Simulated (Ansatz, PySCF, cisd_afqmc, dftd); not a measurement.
Reaction: C3H6 (prop-1-ene, SMILES CC=C) → C3H6 (SMILES C1CC1)
Each species at its own B3LYP-D3(BJ)/def2-TZVP minimum (Ansatz, a quantum-chemistry and plane-wave program).

Wanted: isomerisation energy (enthalpy at 298 K, ideal-gas terms from PySCF's Hessians at B3LYP-D3(BJ)/def2-TZVP), in kcal/mol. Open shells are spin-unrestricted; no spin-orbit coupling. Cores are frozen in correlated methods. Rows without X2C or -DK are non-relativistic. The Monte Carlo rows (phaseless AFQMC, CISD trial, step 0.005/hartree) carry one-sigma bars that omit the constraint's bias. Outlying blocks are dropped, and bars are widened where a walk drifts. Over all cases where full CI ran beside it in this data, AFQMC minus full CI had a median of +0.1 mEh and passed +0.4 mEh in a tenth of the cases. CBS(X,Y): correlation extrapolated as X^-3, Hartree-Fock from the larger set. A bracket is a step between two methods taken in the basis named. Functionals run without relativity, which enters their misses. '+ core + X2C': CCSD(T) terms for core correlation (cc-pwCVTZ) and scalar relativity (cc-pVTZ-DK).

From measured enthalpies of formation at 298 K: 8.0 kcal/mol (Active Thermochemical Tables 1.112 (ions: stationary electron), as tabulated in the package chemicals). The calculations leave out spin-orbit terms.

```csv
level,program,isomerisation energy (kcal/mol),error against that value
HF/cc-pVTZ,Ansatz,10.2,2.2
PBE-D4/def2-TZVPD,Ansatz + dftd4,6.0,-2.0
PBE/def2-TZVPD,Ansatz,6.0,-2.0
CAM-B3LYP-D4/def2-TZVPD,Ansatz + dftd4,7.9,-0.1
CCSD/cc-pVDZ,Ansatz,8.5,0.5
CCSD/cc-pVQZ,Ansatz,7.9,-0.1
"CCSD(T)/CBS(cc-pVTZ,cc-pVQZ)",Ansatz,8.2,0.2
CCSDT(Q)/cc-pVDZ,Ansatz,9.1,1.1
AFQMC/CISD/cc-pVDZ,cisd_afqmc,8.5 ± 0.4,0.5
"CCSD(T)/CBS(cc-pVTZ,cc-pVQZ) + [CCSDT(Q) - CCSD(T)]/cc-pVDZ + core + X2C",Ansatz,8.3,0.3
```
